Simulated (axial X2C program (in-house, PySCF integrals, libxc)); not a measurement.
**BS: cheaper levels and CCSD(T), 2c**

Calculated with an in-house relativistic program for diatomic molecules. Two-component (2c) means X2C with spin–orbit coupling and atomic mean-field two-electron Coulomb and Gaunt terms. Basis: S dyall-av3z [9s8p3d2f], B dyall-v3z [7s6p2d1f] (cores contracted in-house); Gaussian nuclei, density fitting, unrestricted open shells. Masses: S 31.972 u, B 11.009 u.

State: Ω = 1/2 (⟨Sz⟩ = 0.50, ⟨Lz⟩ = 0.00 at HF); fragments S + B.

| level | Re (Å) | ωe (cm⁻¹) | De (eV) |
| --- | --- | --- | --- |
| PBE0 | 1.610 | 1199.6 | 5.92 |
| HF | 1.600 | 1250.9 | 4.00 |
| CCSD | 1.613 | 1203.0 | 5.26 |

Correlated methods: 9 electrons correlated (number of frozen shells: S 2 s, 1 p; B 1 s), 175 virtual spin orbitals or spinors in MP2, 90 natural virtuals in coupled cluster.

CCSD(T), same Hamiltonian and basis:

Re = 1.621 Å, ωe = 1176.2 cm⁻¹, De = 5.51 eV; T1 = 0.032 (Lee–Taylor normalisation).

Q: Give the differences from CCSD(T) in the columns below.

A: 

| level | ΔRe (Å) | Δωe (cm⁻¹) | ΔDe (eV) |
| --- | --- | --- | --- |
| PBE0 | -0.011 | 23 | 0.41 |
| HF | -0.021 | 75 | -1.51 |
| CCSD | -0.008 | 27 | -0.25 |

Occupations by symmetry block were frozen at the best pattern of an incomplete PBE0 search. De is counted from the lowest determinant-based energies of the atoms at the same level, without counterpoise correction. Density functionals use the spin component along the axis (collinear). Coupled cluster ran in a truncated set of natural virtual spinors; the MP2 energy of the rest was added. (T) has no such correction and the atoms are truncated less, which lowers De at CCSD(T) by a hundredth of an eV or more. In 2c an atomic determinant is not the ground J level, so De misses part of the atomic spin–orbit lowering. This holds for PBE0. The functionals have no current-density term, which raises determinants with orbital currents, atoms included. Some points did not converge and are left out. The determinant is spin-polarised beyond a pure state at some levels (its spin-free form has ⟨S²⟩ too high), which makes Re and μ there less reliable.
